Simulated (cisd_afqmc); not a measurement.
Input (AFQMC/CISD/cc-pVDZ; cisd_afqmc is a phaseless AFQMC code with CISD trial states that reads the integrals written by Ansatz):

Ansatz 0.2 input:
```python
import cisd_afqmc

open("ham.yaml", "w").write("""\
crystal:
  periodic: [false, false, false]
  atoms:
    - {symbol: N, position_ang: [-0.00000000, 0.00000000, 0.00000000]}
    - {symbol: H, position_ang: [-0.01073378, 1.02502493, -0.03038898]}
    - {symbol: H, position_ang: [0.89333025, -0.50366246, 0.00006664]}
    - {symbol: H, position_ang: [-0.88259648, -0.52136248, 0.03032234]}
basis:
  gaussian:
    orbitals: cc-pVDZ
total_charge: 1
magnetization: {spin_polarized: true, initial_magnetization: 1}
correlation: {method: ccsd, electrons: outside_noble_gas, hamiltonian_folder: ham}
""")
rep = cisd_afqmc.ansatz("ham.yaml")
e_ccsd = rep["correlation"]["coupled_cluster"]["energy"]["hartree"]
out = cisd_afqmc.run("ham", e_ccsd, trial="CISD", walkers=200, populations=8, threads=8, dt=0.005, steps=40, early=24, settle=10, least=32,
    cut=5e-5, rank_cut=2e-4, target=0.0004, seconds=1500, seed=1, memory=12960, gpu=False)
```

Output:

```
orbitals 28, occupied [4, 3], factors 146 of 265, rank of the doubles 94 of 171
E(HF) = -55.885227
E(CCSD) on the cut factors = -56.047809, shift to the whole factors -0.000016
Energy of the trial state on the determinant = -56.047767
  tau behind 7.2 of longer steps, mean of the populations' last blocks
   2.0  -56.05075
   4.0  -56.05072
   6.0  -56.05046
   8.0  -56.05079
blocks 297 (0 outliers left out), error by blocks joined: 1: 0.00005, 2: 0.00006, 4: 0.00007, 8: 0.00008, 16: 0.00007
E(AFQMC/CISD) = -56.05071 +/- 0.00008
```
